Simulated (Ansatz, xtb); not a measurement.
Two isomers of AlH6NSi

Structure a is `[AlH2][NH][SiH3]`, a singlet and structure b is `[NH2][AlH][SiH3]`, a singlet. Both are isolated molecules in the gas phase, relaxed with PBE-D3(BJ)/def2-SVP; the shapes shown needn't be the lowest conformers.

a (Å):

```xyz
9

Al   -0.0520   -0.9024    1.5039
N    -1.2960   -0.7079    0.2121
Si   -1.4714    0.5623   -0.9908
H     1.0813    0.2137    1.6164
H    -0.1778   -2.1861    2.4457
H    -2.0168   -1.4388    0.1580
H    -0.3487    1.5377   -0.7750
H    -1.3960    0.0279   -2.3998
H    -2.7871    1.2902   -0.8644
```

b (Å):

```xyz
9

Al   -1.6396   -0.8541    0.2110
N    -0.8477   -1.2569    1.7623
Si   -0.6327    0.9198   -1.1564
H    -1.1694   -1.9736    2.4185
H    -0.0051   -0.8070    2.1292
H    -2.9521   -1.6906   -0.1622
H    -1.5933    2.0615   -1.3913
H    -0.2237    0.4143   -2.5197
H     0.6019    1.5050   -0.5122
```

Estimate which is lower in electronic energy at CCSD(T)/def2-TZVP, and by roughly how much.

The CCSD(T)/def2-TZVP calculation puts structure a lower, by 11.3 kcal/mol.

Level by level:

```csv
level,geometry,E(b) − E(a) (kcal/mol),departure from the last row (kcal/mol),"job, with rough time for the two"
GFN2-xTB,GFN2-xTB,+28.2,+16.9,"optimisation, 0.85 s"
HF/STO-3G,GFN2-xTB,+11.6,+0.4,"single point, 0.81 s"
r2SCAN-D4/def2-SVP,GFN2-xTB,+10.9,−0.4,"single point, 8.1 s"
PBE-D3(BJ)/def2-SVP,PBE-D3(BJ)/def2-SVP,+5.4,−5.8,"optimisation, 95 s"
HF/def2-TZVP,PBE-D3(BJ)/def2-SVP,+14.3,+3.1,part of the CCSD(T) run
MP2/def2-TZVP,PBE-D3(BJ)/def2-SVP,+13.5,+2.3,part of the CCSD(T) run
CCSD(T)/def2-TZVP,PBE-D3(BJ)/def2-SVP,+11.3,,"single point, 46 s"
```

As drawn, b has 1 Al–Si, 1 N–H in place of 1 N–Si, 1 Al–H.

None of the levels shown reverses the order. The largest departure from CCSD(T)/def2-TZVP is that of GFN2-xTB, 16.9 kcal/mol.

With harmonic frequencies from PBE-D3(BJ)/def2-SVP (ideal gas, rigid rotor, one conformer each, 298.15 K, 1 atm): on the last row, ΔE + ΔZPE = +12.5, ΔH = +12.9, ΔG = +11.7 kcal/mol.

The correlated steps freeze 11 core orbitals. Programs: Ansatz 0.2.0, xtb 6.7.1; the last row on 1 thread of AMD EPYC (Zen 3) on a shared host.
